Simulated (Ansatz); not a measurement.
Born–Oppenheimer molecular dynamics of BClH₃N (6 atoms, charge 0, multiplicity 1). It goes on from the last frame of an earlier run, with new velocities.

The calculation used RKS B3LYP/def2-SVP in Ansatz 0.2.0.

```yaml
ensemble: NVT, Langevin thermostat
time_step: 0.5 fs
steps_asked: 100
set_temperature: 200 K
friction: 0.05 /fs
temperature_schedule: 25 steps to 200 K, then 75 steps to 600 K
seed: 682205
```

First frame:

```xyz
6
Properties=species:S:1:pos:R:3
B -0.069 -0.382 -0.210
H -0.040 -0.938 0.927
N 1.214 -0.291 -0.870
H 1.640 -1.161 -0.842
H 1.423 0.377 -1.699
Cl -1.588 0.606 -0.807
```

Task: How far do the bonds stretch over the last three quarters of this one trajectory? (Pairs bonded in most of those frames.)

Result: 
| bond | mean (Å) | spread (Å) | shortest | longest |
| --- | --- | --- | --- | --- |
| B1–H2 | 1.209 | 0.027 | 1.16 | 1.26 |
| B1–N3 | 1.385 | 0.016 | 1.35 | 1.41 |
| B1–Cl6 | 1.789 | 0.030 | 1.75 | 1.83 |
| N3–H4 | 1.019 | 0.026 | 0.96 | 1.07 |
| N3–H5 | 1.016 | 0.029 | 0.96 | 1.06 |

Mean temperature of the second half: 325 K. The schedule's set-point averaged 467 K over the second half and the system 325 K, so it lags behind the ramp. A run of 0.05 ps of so small a system gives no equilibrium averages.

Time of the run: 100 s on 1 thread of Intel(R) Xeon(R) Platinum 8488C (Sapphire Rapids), with other jobs on the host, peak memory 0.13 GiB.
